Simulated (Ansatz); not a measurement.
Consider the substitution at a C–N bond: `CN=C=C=O` + `N=CCN` → `C/N=C\CN` + `N=C=C=O`.

Computed with Ansatz on PBE0-D4/def2-TZVP structures; ΔE is electronic, products minus reactants. CCSD(T)/CBS adds triple-zeta CCSD(T) − MP2 to the extrapolated MP2 energy (def2 sets, frozen cores). DFT in def2-TZVPP. B3LYP here is the variant with VWN-RPA as its local correlation; programs differ in this. Each species was taken in one conformer, which may not be the lowest.

```
             level  ΔE (kJ/mol)  difference from CCSD(T)/CBS
            PBE-D4         30.1                          5.3
           PBE0-D4         29.8                          5.0
          B3LYP-D4         29.3                          4.5
            B2PLYP         30.4                          5.6
               PBE         31.4                          6.6
              PBE0         31.0                          6.2
             B3LYP         31.2                          6.4
SCS-MP2/def2-TZVPP         27.8                          3.0
     MP2/CBS(def2)         29.0                          4.2
    CCSD/CBS(def2)         24.9                          0.1
       CCSD(T)/CBS         24.8                            0
```

Largest T1 diagnostic among the species: 0.019.
